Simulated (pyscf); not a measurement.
H₂S + H₃C–Al(CH₃)–CH₃ -> H₃C–Al(CH₃)–SH + CH₄, a four-centre exchange (singlet surface; H–S, Al–C broken, Al–S, C–H formed). Structures and frequencies: ωB97X-D3(BJ)/def2-SVP in PySCF. Energies in kcal/mol from the separated reactants.

Small-basis levels: PySCF, no dispersion term, spherical d functions. AM1 to PM7: differences of heats of formation from MOPAC, which are fitted to 298 K values and so differ in kind from electronic energies by zero-point and thermal terms. Cost: rough CPU time at the saddle relative to B3LYP/6-31G*, from one job on a shared machine.

```tsv
level	barrier	reaction energy	cost
MP2/6-31G*	9.0	-37.5	0.1
BP86/6-31G*	2.0	-34.7	2
PBE/6-31G*	-0.6	-34.9	2
B3LYP/STO-3G	7.9	-27.0	0.5
B3LYP/LANL2DZ	14.3	-31.8	0.8
B3LYP/6-31G*	8.5	-34.9	1
PM3	0.6	-18.0	under 0.02
ωB97M-D3(BJ)/def2-TZVP	5.3	-31.4	–
```

Against the last row the barrier runs from -5.9 (PBE/6-31G*) to +9.0 kcal/mol (B3LYP/LANL2DZ). At PBE/6-31G* this geometry lies under one side, so the entry may be no barrier of that level: it is a single point on another level's saddle. ωB97M-D3(BJ)/def2-TZVP has limits of its own. On the reactant side the descent ends in an adduct with a Al–S contact, 14.2 kcal/mol under the separated species and 16.1 kcal/mol under the saddle at ωB97X-D3(BJ)/def2-TZVP. What is counted as formed (Al–S) is already present as a longer contact in the reactant adduct; forming that adduct is a step of its own. At ωB97X-D3(BJ)/def2-TZVP the barrier from the zero used here is 1.9 kcal/mol. This is the saddle that the search found; another between the same sides may lie lower.
